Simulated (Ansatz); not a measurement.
**Al₂H₂ (triplet): wave-function methods side by side at distance Al1–H3 = 5.409 Å, cc-pVDZ**

Aim: climb from Hartree-Fock through coupled cluster and multireference methods for Al₂H₂ (triplet) at one geometry and basis, and see what each rung misses.

Computed with Ansatz 0.2.0, Gaussian basis. Level: cc-pVDZ, core rule «outside noble gas», up to 10 orbitals frozen.

The runs, in order: UHF; CCSD(T) on ROHF; CCSD(T) on UHF; BCCD(T) on ROHF; CISD; CCSDT(Q) on ROHF; CCSDT(Q) on UHF; CASSCF and MRCISD+Q, 4 electrons in 4 orbitals; CASSCF and NEVPT2, 4 electrons in 4 orbitals; CASSCF and MRCISD+Q, 8 electrons in 10 orbitals; CASSCF and NEVPT2, 8 electrons in 10 orbitals.

20 further runs of the same task are left out: 16 that didn't finish, 4 set aside as unsound or not needed.

### Step 1. The geometry

The geometry derives from a PBE0/def2-TZVP stationary point (not a proven minimum). One bond is set to the value named and the two fragments are kept rigid.

4 atoms, charge 0, spin multiplicity 3.

Atoms are counted from 1 here; the program's logs count them from 0.

Bond lengths: Al1–Al2 2.300 Å, Al2–H4 1.575 Å. Angles: Al1–Al2–H4 180.0°.

### Step 2. UHF

in.yaml

```yaml
crystal:
  periodic: [false, false, false]
  atoms:
    - {symbol: Al, position_ang: [0.000000, 0.000000, 0.191392]}
    - {symbol: Al, position_ang: [0.000000, 0.000000, -2.108620]}
    - {symbol: H, position_ang: [0.000000, 0.000000, 5.600392]}
    - {symbol: H, position_ang: [0.000000, 0.000000, -3.683163]}
basis:
  gaussian: {orbitals: cc-pVDZ}
magnetization: {spin_polarized: true, initial_magnetization: 2}
hamiltonian: {xc: hf}
output: {orbitals: {seedname: orbitals}}
```

Run with:

```sh
$ ansatz run in.yaml --threads 1 --pin off --events-out ev --progress --plain --max-ram 2393MiB
```

After this run come: CCSD(T) on ROHF; CCSD(T) on UHF; BCCD(T) on ROHF; CISD; CCSDT(Q) on ROHF; CCSDT(Q) on UHF; CASSCF and MRCISD+Q, 4 electrons in 4 orbitals; CASSCF and NEVPT2, 4 electrons in 4 orbitals; CASSCF and MRCISD+Q, 8 electrons in 10 orbitals; CASSCF and NEVPT2, 8 electrons in 10 orbitals.

Before running them: what should the planned runs give, taken together? Wanted: UCCSDT(Q) below the RHF energy; RMP2 from UCCSDT(Q); UMP2 from UCCSDT(Q); RCCSD from UCCSDT(Q); RCCSD(T) from UCCSDT(Q); UCCSD(T) from UCCSDT(Q); RCCSDT(Q) from UCCSDT(Q); NEVPT2 valence from UCCSDT(Q); MRCISD+Q valence from UCCSDT(Q).

The runs gave:

```
                         quantity                                        value
   UCCSDT(Q) below the RHF energy                                   -3.6860 eV
              RMP2 from UCCSDT(Q)                                  +1062.2 meV
              UMP2 from UCCSDT(Q)                                  +1076.9 meV
             RCCSD from UCCSDT(Q)                                   +157.2 meV
          RCCSD(T) from UCCSDT(Q)                                    +43.5 meV
          UCCSD(T) from UCCSDT(Q)                                    +44.0 meV
         RCCSDT(Q) from UCCSDT(Q)                                     +0.1 meV
    NEVPT2 valence from UCCSDT(Q)                                   +593.6 meV
  MRCISD+Q valence from UCCSDT(Q)                                    +22.1 meV
levels within 1 kcal/mol (43 meV)  RCCSDT, UCCSDT, RCCSDT(Q), MRCISD+Q valence
                    T1 diagnostic                                        0.022
   effectively unpaired electrons                                         4.03
```

**Reading.** RCCSD(T) lands +43.5 meV from the yardstick (1.2 % of the correlation energy). The occupations show strong static correlation (4.0 unpaired electrons where one determinant has 2). Of the multireference levels listed MRCISD+Q valence comes nearest in total energy (+22.1 meV), which doesn't show that its space is the better one. Coupled cluster took another determinant than the lowest Hartree-Fock one. These misses are within one basis, not against nature; the frozen cores of restricted and unrestricted runs differ, which can shift their rows.
